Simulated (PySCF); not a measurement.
# C2H3Al (ethynylalumane): the cost of one run

The runs use PySCF 2.14.0, with density-fitted response routines of our own; the level of theory stands in each step. All values are computed, except where a source is named. Atoms count from 0, in the outputs and in this text.

## (1) The molecule as given

6 atoms, charge 0, multiplicity 1; geometry from: PBE0-D3(BJ)/def2-SVP.

Bonds of the start (Å): C0–C1 1.22, C1–Al2 1.91, C0–H3 1.08, Al2–H4 1.58, Al2–H5 1.58.

## (2) TDDFT and polarisability: CAM-B3LYP/def2-SVPD

The job: settings as JSON, then the geometry in Å.

```
{"job": {"kind": "uv", "xc": "CAM-B3LYP", "basis": "def2-SVPD", "ip": true}, "charge": 0, "multiplicity": 1}
C      1.838796    -0.175180    -0.129935
C      0.624814    -0.063827    -0.045242
Al    -1.276154     0.113096     0.085817
H      2.908489    -0.272715    -0.203660
H     -2.174322    -1.187376    -0.015191
H     -1.897471     1.555998     0.289922
```

Level: TDDFT CAM-B3LYP/def2-SVPD, vertical, gas phase, core orbitals frozen in the response.

The run is started by

```bash
OMP_NUM_THREADS=1 python probes_run.py task.json out
```

One launch serves the whole session: the jobs run in the order shown.

**Question.** How long does this first job take on 1 thread of Arm Neoverse N1, shared host, and how much memory does it need?

About 32 s, with a peak of 0.4 GiB.
